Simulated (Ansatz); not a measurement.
Basis-set extrapolation for C₂H₅B, SMILES `BC=C` (PBE0-D4/def2-TZVP geometry, frozen core, Ansatz). Multiplicity 1, RHF reference.

```csv
,def2-TZVPP,def2-QZVPP
HF,-103.329971,-103.334881
MP2 correlation,-0.425458,-0.452364
CCSD(T) correlation,-0.479533,not run
```

Energies in hartree. Use E(X) = E(∞) + A·exp(−7.88·√X) for Hartree–Fock and E(X) = E(∞) + B·X^(−2.97) for correlation, with X = 3 and 4, and add CCSD(T) minus MP2 of the smaller set to the MP2 limit.

Problem. What is the CCSD(T) energy at the basis-set limit?

Solution. HF limit: -103.334881 + (-0.004910) × 0.13774 = -103.33556. MP2 limit: -0.452364 + (-0.026906) × 0.74074 = -0.47229. Higher-order term: -0.479533 − (-0.425458) = -0.05407. Total: -103.86192 hartree, 1.43 eV below CCSD(T)/def2-TZVPP.
